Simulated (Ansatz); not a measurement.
Basis-set extrapolation for C8H18 (`CC(C)CC(C)(C)C`) (PBE0-D4/def2-TZVP geometry, frozen core, the Gaussian-basis code of Ansatz). Multiplicity 1, RHF reference.

```json
{"": "HF", "def2-TZVPP": "-313.543062", "def2-QZVPP": "-313.557867"}
{"": "MP2 correlation", "def2-TZVPP": "-1.428665", "def2-QZVPP": "-1.515477"}
{"": "CCSD(T) correlation", "def2-TZVPP": "-1.577151", "def2-QZVPP": "not run"}
```

Energies in hartree. Use E(X) = E(∞) + A·exp(−7.88·√X) for Hartree–Fock and E(X) = E(∞) + B·X^(−2.97) for correlation, with X = 3 and 4, and add CCSD(T) minus MP2 of the smaller set to the MP2 limit.

Task: What is the CCSD(T) energy at the basis-set limit?

Result: HF limit: -313.557867 + (-0.014805) × 0.13774 = -313.55991. MP2 limit: -1.515477 + (-0.086812) × 0.74074 = -1.57978. Higher-order term: -1.577151 − (-1.428665) = -0.14849. Total: -315.28818 hartree, 441.0 kJ/mol below CCSD(T)/def2-TZVPP.
